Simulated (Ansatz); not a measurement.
# Worked example: basis-set limit for CS (carbon monosulfide)

The species is CS (2 atoms), meant as a singlet with charge 0. SMILES: `[C-]#[S+]`. The S2–C1 distance was set to 2.609 Å, away from the relaxed value.

```xyz
2

C     0.0000    0.0000   -1.0745
S     0.0000    0.0000    1.5349
```

MP2 energies, 6 core orbitals frozen (Ansatz 0.2.0):

```tsv
basis	X	functions	Hartree–Fock (Eh)	correlation (Eh)
aug-cc-pVDZ	2	50	-435.067357	-0.201090
aug-cc-pVTZ	3	96	-435.081308	-0.251808
aug-cc-pVQZ	4	164	-435.085511	-0.269886
```

The correlation energy converges as X⁻³, the Hartree–Fock energy about exponentially.

**Question.** Estimate the basis-set limit from the two largest sets.

**Answer.** 
1. Correlation: E(∞) = (4³ E(4) − 3³ E(3))/(4³ − 3³) = (64 × (-0.269886) − 27 × (-0.251808))/37 = -0.283078 Eh.
2. Hartree–Fock: successive steps shrink by 0.301; summing the geometric tail gives -435.085511 + (-0.004203) × 0.301/(1 − 0.301) = -435.087323 Eh.
3. Total: -435.087323 + (-0.283078) = -435.370401 Eh.
4. aug-cc-pVQZ holds 95.3 % of the extrapolated correlation energy, aug-cc-pVTZ 89.0 %.

This is an estimate of the method's limit, not an exact energy.
